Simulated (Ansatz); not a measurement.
H₂C–Cl⁺, singlet: reading a ladder of total energies

Geometry: that of the H2C–Cl, doublet, kept fixed.

```xyz
4

C     0.0000    0.0000    1.1869
Cl    0.0000    0.0000   -0.4984
H     0.0000    0.9523    1.6928
H     0.0000   -0.9523    1.6928
```

Basis cc-pVTZ; Ansatz 0.2.0. Correlated methods freeze the noble-gas cores, which leaves 12 electrons in 86 orbitals. R marks a restricted (for open shells ROHF) determinant.

Full CI isn't at hand for all of this; RCCSDT(Q) serves as the reference, and is uncertain by the last step of the cluster series or more.

RCCSD has a T1 diagnostic of 0.030 and a largest doubles amplitude of 0.09.

Runs differ by some tens of microhartree through their thresholds, so steps under 0.03 kcal/mol mean nothing.

```
    level  total energy (hartree)
      RHF             -498.201617
     RMP2             -498.530632
    RCCSD             -498.560735
 RCCSD(T)             -498.577784
   RCCSDT             -498.578828
RCCSDT(Q)             -498.579833
```

Problem. What is the correlation energy at RCCSDT(Q), and what share of it do RMP2 and RCCSD(T) recover?

Solution. E(corr) = -498.579833 − (-498.201617) = -0.378216 hartree = -10.292 eV. RMP2: -0.329015 / -0.378216 = 86.99 %. RCCSD(T): -0.376167 / -0.378216 = 99.46 %.

Problem. By how many kcal/mol does RCCSD(T) miss RCCSDT(Q) (1 hartree = 627.509 kcal/mol), and which steps make up the rest?

Solution. -498.577784 − (-498.579833) = 0.002049 hartree = 1.29 kcal/mol. Steps: RCCSDT − RCCSD(T) = -0.66, RCCSDT(Q) − RCCSDT = -0.63 kcal/mol. Differences between like states or geometries often cancel part of this.
